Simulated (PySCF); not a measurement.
methanol (CH4O), SMILES CO. Atoms are numbered in the order given.

```xyz
6

C     -0.0200     0.6641     0.0000
O      0.1223    -0.7474     0.0000
H     -0.5456     1.0252     0.8926
H      0.9863     1.0847     0.0000
H     -0.5456     1.0252    -0.8926
H     -0.7537    -1.1408     0.0000
```
Charge 0, spin multiplicity 1.

The structure is a stationary point at ωB97X-D3(BJ)/def2-TZVP.

All values below come from PBE/def2-TZVPD (PySCF).

ESP charges are fitted to the potential on shells at 1.4 to 2.0 van der Waals radii. Atomic charges (e):

| atom | IAO | ESP fit |
|---|---|---|
| C1 | -0.22 | 0.02 |
| O2 | -0.56 | -0.56 |
| H3 | 0.13 | 0.03 |
| H4 | 0.16 | 0.10 |
| H5 | 0.13 | 0.03 |
| H6 | 0.36 | 0.38 |
